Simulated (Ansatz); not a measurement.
A made-up structure of BSiH₃F (charge -1), closed shell:

```json
{"atom": "B1", "x (Å)": "0.3517", "y (Å)": "-0.5371", "z (Å)": "-0.9786"}
{"atom": "Si2", "x (Å)": "-0.2775", "y (Å)": "0.4004", "z (Å)": "0.7417"}
{"atom": "F3", "x (Å)": "-0.1107", "y (Å)": "2.1885", "z (Å)": "1.1782"}
{"atom": "H4", "x (Å)": "0.0928", "y (Å)": "-1.8658", "z (Å)": "-1.0069"}
{"atom": "H5", "x (Å)": "0.9551", "y (Å)": "0.0611", "z (Å)": "-2.0279"}
{"atom": "H6", "x (Å)": "-1.0114", "y (Å)": "-0.2471", "z (Å)": "2.0936"}
```

It is relaxed with PBE-D4/def2-SVPD and then PBE0-D4/def2-TZVPD (Ansatz 0.2.0). Atoms count as bonded within 1.22 times the sum of their covalent radii (H–H: 0.88 Å). The end point is not checked to be a true minimum.

(1) Does its bonding change? (A judgement: the text doesn't fix the answer.)

## Answers

(1) The calculation gives: No: no bond forms or breaks.

Where it ends: The first stage lowers the energy by 0.94 eV in 9 steps. It ends as BSiH₃F ([BH2][SiH][F]), total charge -1:
B1  (0.344, -0.485, -0.860)
Si2  (-0.332, 0.374, 0.623)
F3  (-0.093, 1.953, 1.055)
H4  (0.060, -1.661, -0.909)
H5  (0.874, 0.050, -1.802)
H6  (-0.854, -0.231, 1.892)
(Å)

Labels in which every atom is bracketed show which atoms are joined, not bond orders.

For scale, one of the runs: PBE0-D4/def2-TZVPD relaxation, 147 basis functions, launched by `ansatz run in.yaml --threads 2 --pin off --events-out ev --progress --plain --max-ram 4352MiB`. Hardware: 2 CPU threads of an Arm Neoverse V2, shared host. Wall time about 18 s.
